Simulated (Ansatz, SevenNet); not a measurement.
Equilibrium volume per atom (Å³/atom) of solids drawn from the class of oxides, at two levels: the machine-learned potential SevenNet-0 (trained on PBE and PBE+U data), and r²SCAN (plane waves, PAW; Ansatz, a program for electronic structure).

| solid | SevenNet-0 | r²SCAN |
|---|---|---|
| stishovite (SiO2) | 8.03 | 7.79 |
| anatase TiO₂ (metastable phase) | 11.74 | 11.40 |
| corundum (α-Al2O3) | 8.76 | 8.49 |
| corundum Ga₂O₃ (metastable phase) | 10.05 | 9.64 |
| SiO₂ (P4₁2₁2, No. 92) | 15.36 | 14.32 |
| rutile PbO₂ | 14.77 | 14.11 |
| A-type hexagonal La₂O₃ | 16.62 | ? |
| α-quartz (SiO2) | 13.37 | 12.62 |
| rutile SnO₂ | 12.60 | 12.09 |
| rutile TiO₂ | 10.70 | 10.40 |

Estimate the withheld r²SCAN value from the other rows.

One way: carry over the typical ratio. The ratios r²SCAN / SevenNet-0 of the other rows, in order: 0.9323, 0.9439, 0.9553, 0.9592, 0.9595, 0.9692, 0.9701, 0.9710, 0.9720; median 0.9595. A-type hexagonal La₂O₃: 16.62 × 0.9595 = 15.95 Å³/atom; the run gives 16.43 Å³/atom. The ratios spread from 0.9323 to 0.9720, so such an estimate is rough. A-type hexagonal La₂O₃ lies outside that spread.

Over all 10 rows r²SCAN is the larger in 0.

Database compounds that came out metallic weren't drawn.

Ansatz's runs of these crystals have no spin polarisation.

Spin–orbit coupling is left out, also for the solids with elements from indium on (rutile PbO2, A-type hexagonal La2O3, rutile SnO2); its size isn't shown.

Ansatz's density-functional and Hartree–Fock values are scalar-relativistic unless marked +SOC, with PAW data made under PBE.
